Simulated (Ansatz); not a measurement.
Ansatz (a program for electronic structure) input (B3LYP-D3(BJ)/def2-TZVP):

Ansatz 0.2 input:
```yaml
crystal:
  periodic: [false, false, false]
  atoms:
    - {symbol: C, position_ang: [-0.00526853, -0.07818118, 0.25668291]}
    - {symbol: C, position_ang: [0.21432733, -0.71945097, -0.90441436]}
    - {symbol: C, position_ang: [-0.06417696, 0.73770674, -1.00647025]}
    - {symbol: C, position_ang: [-0.11661065, -0.06504015, 1.60843093]}
    - {symbol: H, position_ang: [0.43553374, -1.62494026, -1.43935488]}
    - {symbol: H, position_ang: [0.75052162, 1.42463687, -1.23460956]}
    - {symbol: H, position_ang: [-1.03194270, 1.07391313, -1.37801979]}
    - {symbol: H, position_ang: [0.01552548, -0.97202136, 2.18420501]}
    - {symbol: H, position_ang: [-0.33926529, 0.84820500, 2.14240385]}
basis:
  gaussian:
    orbitals: def2-TZVP
hamiltonian:
  xc: b3lyp
  dispersion: d3bj
magnetization: {spin_polarized: true, initial_magnetization: 1}
phonons: {temperatures: {t_min: 298.15, t_max: 298.15, t_step: 100}}
```

Output:

```
Functional definition: B3LYP
integrals: 0.05 GiB planned
940 factors; their error is unknown
mean field: 0.73 GiB planned
mean field evaluation 1: about -4219.0413 eV, gradient 4.2e1 eV
mean field evaluation 2: about -4214.4578 eV, gradient 5.1e1 eV
mean field evaluation 4: about -4227.5682 eV, gradient 3.5e0 eV
mean field evaluation 8: about -4227.6243 eV, gradient 1.5e-1 eV
mean field evaluation 16: about -4227.6107 eV, gradient 6.1e-4 eV
mean field -4227.61070578 eV, -155.3618278598 hartree, gradient 5.5e-5 eV, S^2 0.775909; 0 other end points of the search recorded, 0 dependent functions left out
the calculation of the forces begins
reference -4227.61095585 eV, -155.3618370498 hartree; 15, 14 occupied and 139, 140 virtual orbitals, 940 factors
these checks for a lower state are left out or cut short: stability, starts, cluster_reference, orbital_swaps, neighbouring_geometries, increment
integrals: 0.05 GiB planned
940 factors; their error is unknown
mean field: 0.73 GiB planned
mean field -4227.61061292 eV, -155.3618244473 hartree, gradient 1.7e-6 eV, S^2 0.775870; 0 other end points of the search recorded, 0 dependent functions left out
the calculation of the forces begins
reference -4227.61086299 eV, -155.3618336371 hartree; 15, 14 occupied and 139, 140 virtual orbitals, 940 factors
these checks for a lower state are left out or cut short: stability, starts, cluster_reference, orbital_swaps, neighbouring_geometries, increment
integrals: 0.05 GiB planned
940 factors; their error is unknown
mean field: 0.73 GiB planned
mean field evaluation 32: about -4227.6102 eV, gradient 3.6e-1 eV
mean field -4227.61061497 eV, -155.3618245229 hartree, gradient 2.0e-6 eV, S^2 0.775948; 0 other end points of the search recorded, 0 dependent functions left out
the calculation of the forces begins
reference -4227.61086505 eV, -155.3618337131 hartree; 15, 14 occupied and 139, 140 virtual orbitals, 940 factors
these checks for a lower state are left out or cut short: stability, starts, cluster_reference, orbital_swaps, neighbouring_geometries, increment
integrals: 0.05 GiB planned
940 factors; their error is unknown
mean field: 0.73 GiB planned
mean field -4227.61056538 eV, -155.3618227005 hartree, gradient 1.7e-6 eV, S^2 0.776009; 0 other end points of the search recorded, 0 dependent functions left out
the calculation of the forces begins
reference -4227.61081544 eV, -155.3618318900 hartree; 15, 14 occupied and 139, 140 virtual orbitals, 940 factors
these checks for a lower state are left out or cut short: stability, starts, cluster_reference, orbital_swaps, neighbouring_geometries, increment
integrals: 0.05 GiB planned
940 factors; their error is unknown
mean field: 0.73 GiB planned
mean field -4227.61056995 eV, -155.3618228684 hartree, gradient 1.8e-6 eV, S^2 0.775805; 0 other end points of the search recorded, 0 dependent functions left out
the calculation of the forces begins
reference -4227.61082004 eV, -155.3618320589 hartree; 15, 14 occupied and 139, 140 virtual orbitals, 940 factors
these checks for a lower state are left out or cut short: stability, starts, cluster_reference, orbital_swaps, neighbouring_geometries, increment
integrals: 0.05 GiB planned
940 factors; their error is unknown
mean field: 0.73 GiB planned
mean field -4227.61052115 eV, -155.3618210749 hartree, gradient 2.0e-6 eV, S^2 0.775972; 0 other end points of the search recorded, 0 dependent functions left out
the calculation of the forces begins
reference -4227.61077112 eV, -155.3618302610 hartree; 15, 14 occupied and 139, 140 virtual orbitals, 940 factors
these checks for a lower state are left out or cut short: stability, starts, cluster_reference, orbital_swaps, neighbouring_geometries, increment
integrals: 0.05 GiB planned
[...]
these checks for a lower state are left out or cut short: stability, starts, cluster_reference, orbital_swaps, neighbouring_geometries, increment
integrals: 0.05 GiB planned
940 factors; their error is unknown
mean field: 0.73 GiB planned
mean field -4227.61064909 eV, -155.3618257768 hartree, gradient 2.1e-6 eV, S^2 0.775907; 0 other end points of the search recorded, 0 dependent functions left out
the calculation of the forces begins
reference -4227.61089920 eV, -155.3618349679 hartree; 15, 14 occupied and 139, 140 virtual orbitals, 940 factors
these checks for a lower state are left out or cut short: stability, starts, cluster_reference, orbital_swaps, neighbouring_geometries, increment
integrals: 0.05 GiB planned
940 factors; their error is unknown
mean field: 0.73 GiB planned
mean field -4227.61063313 eV, -155.3618251899 hartree, gradient 2.1e-6 eV, S^2 0.775910; 0 other end points of the search recorded, 0 dependent functions left out
the calculation of the forces begins
reference -4227.61088316 eV, -155.3618343787 hartree; 15, 14 occupied and 139, 140 virtual orbitals, 940 factors
these checks for a lower state are left out or cut short: stability, starts, cluster_reference, orbital_swaps, neighbouring_geometries, increment
integrals: 0.05 GiB planned
940 factors; their error is unknown
mean field: 0.73 GiB planned
mean field evaluation 192: about -4227.6107 eV, gradient 2.1e-6 eV
mean field -4227.61067705 eV, -155.3618268043 hartree, gradient 2.1e-6 eV, S^2 0.775904; 0 other end points of the search recorded, 0 dependent functions left out
the calculation of the forces begins
reference -4227.61092719 eV, -155.3618359967 hartree; 15, 14 occupied and 139, 140 virtual orbitals, 940 factors
these checks for a lower state are left out or cut short: stability, starts, cluster_reference, orbital_swaps, neighbouring_geometries, increment
integrals: 0.05 GiB planned
940 factors; their error is unknown
mean field: 0.73 GiB planned
mean field -4227.61063864 eV, -155.3618253927 hartree, gradient 2.1e-6 eV, S^2 0.775914; 0 other end points of the search recorded, 0 dependent functions left out
the calculation of the forces begins
reference -4227.61088865 eV, -155.3618345802 hartree; 15, 14 occupied and 139, 140 virtual orbitals, 940 factors
these checks for a lower state are left out or cut short: stability, starts, cluster_reference, orbital_swaps, neighbouring_geometries, increment
integrals: 0.05 GiB planned
940 factors; their error is unknown
mean field: 0.73 GiB planned
mean field -4227.61067380 eV, -155.3618266848 hartree, gradient 2.1e-6 eV, S^2 0.775911; 0 other end points of the search recorded, 0 dependent functions left out
the calculation of the forces begins
reference -4227.61092385 eV, -155.3618358737 hartree; 15, 14 occupied and 139, 140 virtual orbitals, 940 factors
these checks for a lower state are left out or cut short: stability, starts, cluster_reference, orbital_swaps, neighbouring_geometries, increment
integrals: 0.05 GiB planned
940 factors; their error is unknown
mean field: 0.73 GiB planned
mean field -4227.61070776 eV, -155.3618279328 hartree, gradient 2.1e-6 eV, S^2 0.775907; 0 other end points of the search recorded, 0 dependent functions left out
the calculation of the forces begins
reference -4227.61095786 eV, -155.3618371238 hartree; 15, 14 occupied and 139, 140 virtual orbitals, 940 factors
these checks for a lower state are left out or cut short: stability, starts, cluster_reference, orbital_swaps, neighbouring_geometries, increment
integrals: 0.05 GiB planned
940 factors; their error is unknown
mean field: 0.73 GiB planned
mean field -4227.61063133 eV, -155.3618251241 hartree, gradient 2.1e-6 eV, S^2 0.775912; 0 other end points of the search recorded, 0 dependent functions left out
the calculation of the forces begins
reference -4227.61088147 eV, -155.3618343165 hartree; 15, 14 occupied and 139, 140 virtual orbitals, 940 factors
these checks for a lower state are left out or cut short: stability, starts, cluster_reference, orbital_swaps, neighbouring_geometries, increment
integrals: 0.05 GiB planned
940 factors; their error is unknown
mean field: 0.73 GiB planned
mean field evaluation 224: about -4227.6102 eV, gradient 3.6e-1 eV
mean field -4227.61061578 eV, -155.3618245524 hartree, gradient 2.1e-6 eV, S^2 0.775906; 0 other end points of the search recorded, 0 dependent functions left out
the calculation of the forces begins
reference -4227.61086578 eV, -155.3618337399 hartree; 15, 14 occupied and 139, 140 virtual orbitals, 940 factors
these checks for a lower state are left out or cut short: stability, starts, cluster_reference, orbital_swaps, neighbouring_geometries, increment
integrals: 0.05 GiB planned
940 factors; their error is unknown
mean field: 0.73 GiB planned
mean field -4227.61066339 eV, -155.3618263022 hartree, gradient 2.1e-6 eV, S^2 0.775905; 0 other end points of the search recorded, 0 dependent functions left out
the calculation of the forces begins
reference -4227.61091343 eV, -155.3618354911 hartree; 15, 14 occupied and 139, 140 virtual orbitals, 940 factors
these checks for a lower state are left out or cut short: stability, starts, cluster_reference, orbital_swaps, neighbouring_geometries, increment
integrals: 0.05 GiB planned
940 factors; their error is unknown
mean field: 0.73 GiB planned
mean field -4227.61070154 eV, -155.3618277043 hartree, gradient 2.1e-6 eV, S^2 0.775913; 0 other end points of the search recorded, 0 dependent functions left out
the calculation of the forces begins
reference -4227.61095164 eV, -155.3618368953 hartree; 15, 14 occupied and 139, 140 virtual orbitals, 940 factors
these checks for a lower state are left out or cut short: stability, starts, cluster_reference, orbital_swaps, neighbouring_geometries, increment
integrals: 0.05 GiB planned
940 factors; their error is unknown
mean field: 0.73 GiB planned
mean field -4227.61061274 eV, -155.3618244410 hartree, gradient 2.1e-6 eV, S^2 0.775906; 0 other end points of the search recorded, 0 dependent functions left out
the calculation of the forces begins
reference -4227.61086276 eV, -155.3618336289 hartree; 15, 14 occupied and 139, 140 virtual orbitals, 940 factors
these checks for a lower state are left out or cut short: stability, starts, cluster_reference, orbital_swaps, neighbouring_geometries, increment
integrals: 0.05 GiB planned
940 factors; their error is unknown
mean field: 0.73 GiB planned
mean field evaluation 256: about -4227.6106 eV, gradient 5.8e-3 eV
mean field -4227.61062547 eV, -155.3618249085 hartree, gradient 2.1e-6 eV, S^2 0.775912; 0 other end points of the search recorded, 0 dependent functions left out
the calculation of the forces begins
reference -4227.61087560 eV, -155.3618341005 hartree; 15, 14 occupied and 139, 140 virtual orbitals, 940 factors
these checks for a lower state are left out or cut short: stability, starts, cluster_reference, orbital_swaps, neighbouring_geometries, increment
integrals: 0.05 GiB planned
940 factors; their error is unknown
mean field: 0.73 GiB planned
mean field -4227.61066372 eV, -155.3618263144 hartree, gradient 2.1e-6 eV, S^2 0.775904; 0 other end points of the search recorded, 0 dependent functions left out
the calculation of the forces begins
reference -4227.61091378 eV, -155.3618355039 hartree; 15, 14 occupied and 139, 140 virtual orbitals, 940 factors
these checks for a lower state are left out or cut short: stability, starts, cluster_reference, orbital_swaps, neighbouring_geometries, increment
integrals: 0.05 GiB planned
940 factors; their error is unknown
mean field: 0.73 GiB planned
mean field -4227.61070459 eV, -155.3618278161 hartree, gradient 2.1e-6 eV, S^2 0.775914; 0 other end points of the search recorded, 0 dependent functions left out
the calculation of the forces begins
reference -4227.61095467 eV, -155.3618370065 hartree; 15, 14 occupied and 139, 140 virtual orbitals, 940 factors
Total energy: -4227.86669012 eV, -155.3712351109 hartree
Atom 0 at    -0.005269    -0.078181     0.256683 Å, force    -0.000160     0.000919    -0.000258 eV/Å
Atom 1 at     0.214327    -0.719451    -0.904414 Å, force    -0.000006     0.000225    -0.000475 eV/Å
Atom 2 at    -0.064177     0.737707    -1.006470 Å, force     0.000342    -0.001740     0.000009 eV/Å
Atom 3 at    -0.116611    -0.065040     1.608431 Å, force    -0.000180     0.000605     0.000764 eV/Å
Atom 4 at     0.435534    -1.624940    -1.439355 Å, force     0.000059    -0.000181    -0.000289 eV/Å
Atom 5 at     0.750522     1.424637    -1.234610 Å, force     0.000292     0.000509    -0.000018 eV/Å
Atom 6 at    -1.031943     1.073913    -1.378020 Å, force    -0.000456     0.000362    -0.000078 eV/Å
Atom 7 at     0.015525    -0.972021     2.184205 Å, force     0.000062    -0.000448     0.000327 eV/Å
Atom 8 at    -0.339265     0.848205     2.142404 Å, force     0.000048    -0.000250     0.000018 eV/Å
Dipole moment:     0.011341    -0.045821    -0.028893 e Å
Vibrations: 311.71 350.86 439.41 558.98 726.57 804.22 898.79 984.02 1033.73 1036.07 1075.35 1118.51 1194.18 1461.06 1496.05 1605.31 3038.32 3096.54 3144.30 3235.61 3272.26 cm⁻¹, zero-point energy 1.914430 eV
```

It need not be the lowest isomer of its formula.
